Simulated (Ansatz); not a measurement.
# One structure, 3 elements: Ti3H2, Zr3H2, Hf3H2

Plane-wave DFT in Ansatz with scalar-relativistic PAW potentials, cutoff 420 eV, Γ-centred meshes chosen by cell and gap, Gaussian smearing with energies taken to zero width. Every cell was relaxed (cell and atoms) in a run of its own, within the symmetry of its start. Functional: PBE.

All members share space group P-3m1 and the same sites; only the element on one set of sites changes (Ti, Zr, Hf). Members needn't be the stable form of their composition. Energies over the elements, where given, are against the elements' standard states in the same functional (H₂, N₂, O₂ and halogens uncorrected, Hg as a solid). The first member:

Space group P-3m1 (No. 164). a = 2.938 Å, b = 2.938 Å, c = 7.262 Å, α = 90.00°, β = 90.00°, γ = 120.00°
```json
{"atom": "Ti", "site": "1a", "symmetry": "-3m.", "x": "0.0000", "y": "0.0000", "z": "0.0000"}
{"atom": "Ti", "site": "2d", "symmetry": "3m.", "x": "0.3333", "y": "0.6667", "z": "0.6589"}
{"atom": "H", "site": "2d", "symmetry": "3m.", "x": "0.3333", "y": "0.6667", "z": "0.1653"}
```

| compound | V (Å³/atom) | a (Å) | c (Å) | energy over elements (eV/atom) |
| --- | --- | --- | --- | --- |
| Ti3H2 | 10.85 | 2.938 | 7.262 | -0.249 |
| Hf3H2 | 13.92 | 3.193 | 7.882 | -0.174 |

Question: Predict the member with Zr.

Answer: V (Å³/atom) 14.40, a (Å) 3.231, c (Å) 7.967, energy over elements (eV/atom) -0.248. Interpolating linearly in period between Ti and Hf would give 12.39 Å³/atom (14.0 % too small), with -0.212 eV/atom over the elements. Over the whole series the volume has no steady trend down the group (least for Ti); all are metallic on the mesh; binding against the elements weakens. Hf is no larger than Zr here (13.92 against 14.40 Å³/atom), as one expects from the lanthanide contraction and relativistic shrinking of 6s.

Spin-orbit coupling is left out, which matters for the bands of heavy elements.